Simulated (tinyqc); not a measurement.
Inside a calculation. Method: geometry optimisation on the unrestricted B3LYP (VWN-RPA form)/sto-3g surface (energies and gradients from PySCF), for BH, spin multiplicity 3. One step of it, computed by the program tinyqc.

Problem. Step 2: move. Quasi-Newton step p = -H^(-1) g (the inverse Hessian comes from BFGS updates; coordinates in the order x, y, z of each atom); steps longer than 0.1 bohr are cut back.

positions after step 1 (bohr):
```
           x         y         z
1B  0.000000  0.000000  0.014697
2H  0.000000  0.000000  2.260533
```

gradient (hartree/bohr):
```
             x           y            z
1B  0.00000000  0.00000000  -0.00651062
2H  0.00000000  0.00000000   0.00651067
```

inverse Hessian in use (bohr^2/hartree):
```
          1         2          3         4         5          6
1  1.000000  0.000000   0.000000  0.000000  0.000000   0.000000
2  0.000000  1.000000   0.000000  0.000000  0.000000   0.000000
3  0.000000  0.000000   1.397639  0.000000  0.000000  -0.397642
4  0.000000  0.000000   0.000000  1.000000  0.000000   0.000000
5  0.000000  0.000000   0.000000  0.000000  1.000000   0.000000
6  0.000000  0.000000  -0.397642  0.000000  0.000000   1.397645
```

Give: positions after step 2.

Solution.

positions after step 2 (bohr):
```
         x       y       z
1B  0.0000  0.0000  0.0264
2H  0.0000  0.0000  2.2488
```
